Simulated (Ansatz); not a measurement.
# BH₂ (quartet): wave-function methods side by side, aug-cc-pVTZ

How much of the correlation energy of BH₂ (quartet) does each wave-function method recover here?

Computed with Ansatz 0.2.0, Gaussian basis. Level: aug-cc-pVTZ, core rule «outside noble gas», up to 1 orbitals frozen.

Plan: UHF; CCSD(T) on ROHF; CCSD(T) on UHF; BCCD(T) on ROHF; CCSDT(Q) on ROHF; CCSDT(Q) on UHF; CASSCF and MRCISD+Q, 5 electrons in 6 orbitals; CASSCF and MRCISD+Q(relaxed), 5 electrons in 6 orbitals; CASSCF and NEVPT2, 5 electrons in 6 orbitals.

7 further runs of the same task are left out: 1 that didn't finish, 6 set aside as unsound or not needed.

## (1) The system

The geometry is a PBE0/def2-TZVPD stationary point (not a proven minimum) of the parent state, kept for this charge and spin.

3 atoms, charge 0, spin multiplicity 4.

Atoms are counted from 1 here; the program's logs count them from 0.

Bond lengths: B1–H2 1.209 Å, B1–H3 1.209 Å. Angles: H2–B1–H3 128.9°.

## (2) UHF

Contents of in.yaml:

```yaml
crystal:
  periodic: [false, false, false]
  atoms:
    - {symbol: B, position_ang: [0.000000, -0.081894, 0.000000]}
    - {symbol: H, position_ang: [0.000000, 0.439190, -1.091073]}
    - {symbol: H, position_ang: [0.000000, 0.439190, 1.091073]}
basis:
  gaussian: {orbitals: aug-cc-pVTZ}
magnetization: {spin_polarized: true, initial_magnetization: 3}
hamiltonian: {xc: hf}
output: {orbitals: {seedname: orbitals}}
```

Started as:

```console
$ ansatz run in.yaml --threads 1 --pin off --events-out ev --progress --plain --max-ram 3968MiB --backend cpu
```

After this run come: CCSD(T) on ROHF; CCSD(T) on UHF; BCCD(T) on ROHF; CCSDT(Q) on ROHF; CCSDT(Q) on UHF; CASSCF and MRCISD+Q, 5 electrons in 6 orbitals; CASSCF and MRCISD+Q(relaxed), 5 electrons in 6 orbitals; CASSCF and NEVPT2, 5 electrons in 6 orbitals.

Q: Predict the results of all the runs planned. Wanted: UCCSDT(Q) below the RHF energy; RMP2 from UCCSDT(Q); UMP2 from UCCSDT(Q); RCCSD from UCCSDT(Q); RCCSD(T) from UCCSDT(Q); UCCSD(T) from UCCSDT(Q); RCCSDT(Q) from UCCSDT(Q); NEVPT2 valence from UCCSDT(Q); MRCISD+Q valence from UCCSDT(Q).

As calculated:

```
                                quantity                                                                                                value
          UCCSDT(Q) below the RHF energy                                                                                           -2.8278 eV
                     RMP2 from UCCSDT(Q)                                                                                           +587.0 meV
                     UMP2 from UCCSDT(Q)                                                                                           +631.0 meV
                    RCCSD from UCCSDT(Q)                                                                                           +121.0 meV
                 RCCSD(T) from UCCSDT(Q)                                                                                            +24.1 meV
                 UCCSD(T) from UCCSDT(Q)                                                                                            +22.9 meV
                RCCSDT(Q) from UCCSDT(Q)                                                                                             +1.0 meV
           NEVPT2 valence from UCCSDT(Q)                                                                                           +456.6 meV
         MRCISD+Q valence from UCCSDT(Q)                                                                                            +11.2 meV
MRCISD+Q(relaxed) valence from UCCSDT(Q)                                                                                            -10.2 meV
       levels within 1 kcal/mol (43 meV)  RCCSD(T), UCCSD(T), BCCD(T), RCCSDT, UCCSDT, RCCSDT(Q), MRCISD+Q valence, MRCISD+Q(relaxed) valence
                           T1 diagnostic                                                                                                0.017
          effectively unpaired electrons                                                                                                 3.01
```

RCCSD(T) misses by +24.1 meV, 0.9 % of the correlation energy. One determinant dominates. Of the multireference levels listed MRCISD+Q(relaxed) valence comes nearest in total energy (-10.2 meV), which doesn't show that its space is the better one. Coupled cluster took another determinant than the lowest Hartree-Fock one. These misses are within one basis, not against nature; the frozen cores of restricted and unrestricted runs differ, which can shift their rows.
